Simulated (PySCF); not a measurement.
Al(Cl)3, SMILES [Cl][Al]([Cl])[Cl] at its PBE0/def2-SVP optimised geometry (Å):

```
4

Al    -0.5190     0.0007     0.0000
Cl     1.5600     0.0007     0.0000
Cl    -1.5600     1.8003     0.0000
Cl    -1.5575    -1.8003     0.0006
```

Calculation: PBE0/def2-TZVP (PySCF 2.14.0). Cells within 0.4 Å of a nucleus heavier than hydrogen are left out (blank, or x).

Map of the LUMO amplitude (bohr^(-3/2)) on the plane z = 0.0 Å; orbital energy -1.34 eV, overall sign arbitrary:

```
|6666666666666666666666666666666|
|6666666666666666666666666666666|
|6666667777766666666666666666666|
|6666677777776666666666666666666|
|6666777888776666666666666666666|
|6666778898766666666666666666666|
|6666778999755566666666666666666|
|666677889x534456666666666666666|
|66666677xxx12456666666666666666|
|66666654xxx02456666666666666666|
|6666655310013567766556666666666|
|6666655321235677765555667776666|
|6666665544457788764334677777666|
|6666666666777778753113678877666|
|666666667787xxx77520xx799877766|
|666666677887xxx67510xxx99877766|
|666666667787xxx77520xx799877766|
|6666666666777778753113678877666|
|6666665544457788764334677777666|
|6666655321235677765555667776666|
|6666655310013567766556666666666|
|66666654xxx02456666666666666666|
|66666677xxx12456666666666666666|
|666677889x534456666666666666666|
|6666778999755566666666666666666|
|6666778898766666666666666666666|
|6666777888776666666666666666666|
|6666677777776666666666666666666|
|6666667777766666666666666666666|
|6666666666666666666666666666666|
|6666666666666666666666666666666|
```
Scale: ten equal steps from -0.125 (start of '0') to 0.080 (end of '9'), in the order '0123456789'; x runs from -4.00 to 4.00, y from -4.00 (bottom) to 4.00 (top).
